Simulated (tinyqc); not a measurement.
UHF in the sto-3g basis, for LiH, spin multiplicity 1, step by step. This run ends on a higher stationary point, not on the lowest solution. One step of it, computed by the program tinyqc.

Task: Iteration 2: diagonalisation and new density. Diagonalise F' = X^T F X, C = X C', fill 2 alpha and 2 beta electrons from the bottom; D(s) = C_occ C_occ^T. Each column has its largest component positive (the first on a tie).

extrapolated F(alpha) (hartree), lower triangle:
```
            1Li 1s     1Li 2s    1Li 2px    1Li 2py    1Li 2pz      2H 1s
1Li 1s   -2.399633
1Li 2s   -0.657023  -0.150669
1Li 2px   0.000089  -0.005800   0.147611
1Li 2py   0.000522  -0.034105  -0.006549   0.110220
1Li 2pz   0.006442  -0.010439  -0.008666  -0.050953   0.098183
2H 1s    -0.005756  -0.086152  -0.007499  -0.044090  -0.119502  -0.035282
```

extrapolated F(beta) (hartree), lower triangle:
```
            1Li 1s     1Li 2s    1Li 2px   1Li 2py    1Li 2pz      2H 1s
1Li 1s   -2.399633
1Li 2s   -0.657023  -0.150669
1Li 2px  -0.000089   0.005800   0.147611
1Li 2py  -0.000522   0.034105  -0.006549  0.110220
1Li 2pz   0.006442  -0.010439   0.008666  0.050953   0.098183
2H 1s    -0.005756  -0.086152   0.007499  0.044090  -0.119502  -0.035282
```

X, lower triangle:
```
            1Li 1s     1Li 2s   1Li 2px   1Li 2py    1Li 2pz     2H 1s
1Li 1s    1.023005
1Li 2s   -0.126314   1.028891
1Li 2px   0.000000   0.000000  1.000000
1Li 2py   0.000000   0.000000  0.000000  1.000000
1Li 2pz  -0.001720   0.009159  0.000000  0.000000   1.013720
2H 1s     0.010835  -0.064330  0.000000  0.000000  -0.096933  1.019573
```

Give: F' = X^T F X; orbital energies; coefficients C; F' = X^T F X; orbital energies; coefficients C; D(alpha) after iteration 2; D(beta) after iteration 2.

Result:

F' = X^T F X (alpha) (hartree), lower triangle:
```
         1        2        3        4        5        6
1  -2.3438
2  -0.3736  -0.0159
3   0.0008  -0.0056   0.1476
4   0.0045  -0.0328  -0.0065   0.1102
5   0.0042   0.0054  -0.0081  -0.0477   0.1240
6   0.0207  -0.0879  -0.0064  -0.0378  -0.1314  -0.0011
```

orbital energies (alpha) (hartree): MO1 -2.4023, MO2 -0.1369, MO3 0.0611, MO4 0.1208, MO5 0.1487, MO6 0.2295

coefficients C (alpha):
```
             MO1      MO2      MO3      MO4      MO5      MO6
1Li 1s    0.9912  -0.1079  -0.2442  -0.0040   0.0000  -0.0945
1Li 2s    0.0344   0.3890   0.8918   0.0194   0.0000   0.3614
1Li 2px   0.0000   0.0434  -0.0069   0.1572   0.9858  -0.0383
1Li 2py   0.0002   0.2553  -0.0404   0.9244  -0.1677  -0.2250
1Li 2pz  -0.0021   0.3593  -0.4655   0.0818   0.0000   0.8274
2H 1s    -0.0020   0.7069  -0.1986  -0.3555   0.0000  -0.6226
```

F' = X^T F X (beta) (hartree), lower triangle:
```
         1        2        3       4        5        6
1  -2.3438
2  -0.3736  -0.0159
3  -0.0008   0.0056   0.1476
4  -0.0045   0.0328  -0.0065  0.1102
5   0.0042   0.0054   0.0081  0.0477   0.1240
6   0.0207  -0.0879   0.0064  0.0378  -0.1314  -0.0011
```

orbital energies (beta) (hartree): MO1 -2.4023, MO2 -0.1369, MO3 0.0611, MO4 0.1208, MO5 0.1487, MO6 0.2295

coefficients C (beta):
```
             MO1      MO2      MO3      MO4      MO5      MO6
1Li 1s    0.9912  -0.1079  -0.2442   0.0040   0.0000  -0.0945
1Li 2s    0.0344   0.3890   0.8918  -0.0194   0.0000   0.3614
1Li 2px   0.0000  -0.0434   0.0069   0.1572   0.9858   0.0383
1Li 2py  -0.0002  -0.2553   0.0404   0.9244  -0.1677   0.2250
1Li 2pz  -0.0021   0.3593  -0.4655  -0.0818   0.0000   0.8274
2H 1s    -0.0020   0.7069  -0.1986   0.3555   0.0000  -0.6226
```

D(alpha) after iteration 2, lower triangle:
```
          1Li 1s  1Li 2s  1Li 2px  1Li 2py  1Li 2pz   2H 1s
1Li 1s    0.9940
1Li 2s   -0.0079  0.1525
1Li 2px  -0.0047  0.0169   0.0019
1Li 2py  -0.0274  0.0993   0.0111   0.0652
1Li 2pz  -0.0409  0.1397   0.0156   0.0918   0.1291
2H 1s    -0.0783  0.2750   0.0307   0.1805   0.2540  0.4998
```

D(beta) after iteration 2, lower triangle:
```
          1Li 1s   1Li 2s  1Li 2px  1Li 2py  1Li 2pz   2H 1s
1Li 1s    0.9940
1Li 2s   -0.0079   0.1525
1Li 2px   0.0047  -0.0169   0.0019
1Li 2py   0.0274  -0.0993   0.0111   0.0652
1Li 2pz  -0.0409   0.1397  -0.0156  -0.0918   0.1291
2H 1s    -0.0783   0.2750  -0.0307  -0.1805   0.2540  0.4998
```
